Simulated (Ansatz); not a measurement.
```yaml
crystal:
  periodic: [false, false, false]
  atoms:
    - {symbol: C, position_ang: [-0.093534, 0.500195, -1.083874]}
    - {symbol: C, position_ang: [-0.154899, -0.877159, -0.800190]}
    - {symbol: C, position_ang: [-0.002210, -1.042315, 0.589327]}
    - {symbol: C, position_ang: [0.153542, 0.232978, 1.164403]}
    - {symbol: C, position_ang: [0.097090, 1.186305, 0.130319]}
    - {symbol: H, position_ang: [-0.178352, 0.953677, -2.066675]}
    - {symbol: H, position_ang: [-0.295329, -1.672479, -1.525780]}
    - {symbol: H, position_ang: [-0.004231, -1.987377, 1.123729]}
    - {symbol: H, position_ang: [0.292798, 0.444238, 2.220203]}
    - {symbol: H, position_ang: [0.185123, 2.261948, 0.248536]}
basis:
  gaussian: {orbitals: aug-cc-pVDZ}
total_charge: -1
hamiltonian: {xc: {name: M06-2X}}
accuracy: high
output: {forces: true}
```

```sh
$ ansatz run in.yaml --threads 2 --pin off --events-out ev --progress --plain --max-ram 32768MiB --backend cpu
```

Task: How does Ansatz answer? (Estimate.)

Result: Computed: The program refused the input.
```
Error: YAML parse error: error: line 17 column 19: hamiltonian.xc: no functional is named "M06-2X"; the names, which are not case-sensitive, are SVWN5, SPW92, PBE, PBE0, PBEsol, revPBE, revPBE0, RPBE, rPW86-PBE, HSE06, wPBEh, LC-wPBE, HISS, HF, BLYP, B3LYP, B3LYP5, BHLYP, CAM-B3LYP, r2SCAN, r2SCANh, r2SCAN0, r2SCAN50, m-r2SCAN, B97, wB97, wB97X, wB97X-V, B97M-V, wB97M-V, B2PLYP, B2GP-PLYP, PBE0-DH, PBE-QIDH
15 |   gaussian: {orbitals: aug-cc-pVDZ}
16 | total_charge: -1
17 | hamiltonian: {xc: {name: M06-2X}}
18 | accuracy: high
19 | output: {forces: true}
```

HSE06 is defined as in plane-wave codes.
